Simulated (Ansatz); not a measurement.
Born–Oppenheimer molecular dynamics of H₄O₂Si (7 atoms, charge 0, multiplicity 1). It starts from a relaxed structure.

Method: Ansatz 0.2.0, RKS B3LYP/6-31G*.

```
ensemble        : NVT, Nosé–Hoover chain
time step       : 0.5 fs
steps asked     : 300
set temperature : 500 K
thermostat      : time constant 100 fs, chain length 3 (defaults)
seed            : 80490
```

First frame:

```xyz
7
Properties=species:S:1:pos:R:3
Si -0.029 -0.044 -0.036
H -0.148 0.149 1.440
H 1.362 0.029 -0.518
O -0.828 1.189 -0.810
H -1.680 1.461 -0.444
O -0.558 -1.572 -0.418
H -1.321 -1.907 0.071
```

(1) How far do the bonds stretch over the last three quarters of this one trajectory? (Pairs bonded in most of those frames.)

Results:

(1) 
```tsv
bond	mean (Å)	spread (Å)	shortest	longest
Si1–H2	1.501	0.037	1.44	1.55
Si1–H3	1.480	0.013	1.46	1.50
Si1–O4	1.662	0.055	1.56	1.77
Si1–O6	1.666	0.047	1.59	1.74
O4–H5	0.970	0.023	0.93	1.01
O6–H7	0.967	0.011	0.95	0.99
```

Mean temperature of the second half: 352 K. The conserved energy stayed within 0.28 meV per atom of its start (net change 0.23 meV per atom), so the integration is sound. The mean temperature of the second half is 30 % below the set value. A run of 0.15 ps of so small a system gives no equilibrium averages.

The run took 8.1 min on 1 thread of Arm Neoverse V1, on a shared host, peak memory 0.1 GiB.
